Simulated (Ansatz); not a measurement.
**AlS (quartet): from Hartree-Fock to the top rungs at distance Al1–S2 = 3.552 Å, 6-31G**

How much of the correlation energy of AlS (quartet) does each wave-function method recover here?

Computed with Ansatz 0.2.0, Gaussian basis. Level: 6-31G, core rule «outside noble gas», up to 10 orbitals frozen.

To be run: UHF; CCSD(T) on ROHF; CCSD(T) on UHF; BCCD(T) on ROHF; CISD as a restricted active space (open shells left free, so some higher excitations enter); CCSDT(Q) on ROHF; CCSDT(Q) on UHF; CISDTQ; CCSDTQ on ROHF; CCSDTQ on UHF; CASSCF and MRCISD+Q, 5 electrons in 5 orbitals; CASSCF and NEVPT2, 5 electrons in 5 orbitals; CASSCF and MRCISD+Q, 9 electrons in 8 orbitals; CASSCF and NEVPT2, 9 electrons in 8 orbitals; Full CI.

23 further runs of the same task are left out: 16 that didn't finish, 7 set aside as unsound or not needed. Runs told in other sessions of the task aren't counted.

## (1) The system

The geometry derives from a PBE0/def2-TZVP stationary point (not a proven minimum). One bond is set to the value named and the two fragments are kept rigid.

2 atoms, charge 0, spin multiplicity 4.

Atoms are counted from 1 here; the program's logs count them from 0.

No contacts short enough for the rule that draws bonds.

## (2) UHF

in.yaml reads:

```yaml
crystal:
  periodic: [false, false, false]
  atoms:
    - {symbol: Al, position_ang: [0.000000, 0.000000, 0.000000]}
    - {symbol: S, position_ang: [0.000000, 0.000000, 3.552000]}
basis:
  gaussian: {orbitals: 6-31G}
magnetization: {spin_polarized: true, initial_magnetization: 3}
hamiltonian: {xc: hf}
output: {orbitals: {seedname: orbitals}}
```

Started as:

```sh
> ansatz run in.yaml --threads 1 --pin off --events-out ev --progress --plain --max-ram 2393MiB
```

After this run come: CCSD(T) on ROHF; CCSD(T) on UHF; BCCD(T) on ROHF; CISD as a restricted active space (open shells left free, so some higher excitations enter); CCSDT(Q) on ROHF; CCSDT(Q) on UHF; CISDTQ; CCSDTQ on ROHF; CCSDTQ on UHF; CASSCF and MRCISD+Q, 5 electrons in 5 orbitals; CASSCF and NEVPT2, 5 electrons in 5 orbitals; CASSCF and MRCISD+Q, 9 electrons in 8 orbitals; CASSCF and NEVPT2, 9 electrons in 8 orbitals; Full CI.

Before running them: what should the planned runs give, taken together? Wanted: FCI from the RHF energy; RMP2 from FCI; UMP2 from FCI; RCCSD from FCI; RCCSD(T) from FCI; UCCSD(T) from FCI; RCCSDT(Q) from FCI; UCCSDT(Q) from FCI; NEVPT2 pair from FCI.

The runs gave:

```
                         quantity                                                                                                                                        value
          FCI from the ROHF energy                                                                                                                                   -1.4861 eV
                    RMP2 from FCI                                                                                                                                   +509.5 meV
                    UMP2 from FCI                                                                                                                                   +503.1 meV
                   RCCSD from FCI                                                                                                                                    +21.1 meV
                RCCSD(T) from FCI                                                                                                                                     +9.0 meV
                UCCSD(T) from FCI                                                                                                                                     +8.9 meV
               RCCSDT(Q) from FCI                                                                                                                                     +0.3 meV
               UCCSDT(Q) from FCI                                                                                                                                     +0.1 meV
             NEVPT2 pair from FCI                                                                                                                                   +418.1 meV
          NEVPT2 valence from FCI                                                                                                                                   +318.5 meV
        MRCISD+Q valence from FCI                                                                                                                                    +12.9 meV
levels within 1 kcal/mol (43 meV)  RCCSD, UCCSD, RCCSD(T), UCCSD(T), BCCD(T), RCCSDT, UCCSDT, CISDTQ, RCCSDT(Q), UCCSDT(Q), RCCSDTQ, UCCSDTQ, MRCISD valence, MRCISD+Q valence
                    T1 diagnostic                                                                                                                                        0.011
   effectively unpaired electrons                                                                                                                                         3.06
```

What this shows: RCCSD(T) misses by +9.0 meV, 0.6 % of the correlation energy. One determinant dominates. Of the multireference levels listed MRCISD+Q valence comes nearest in total energy (+12.9 meV), which doesn't show that its space is the better one. These misses are within one basis, not against nature; the frozen cores of restricted and unrestricted runs differ, which can shift their rows.

Levels on UHF freeze UHF's core orbitals, full CI those of ROHF, so the U rows can settle a little off it for that reason alone.

With open shells the CI space here admits some higher excitations, so it is larger than plain CISD.
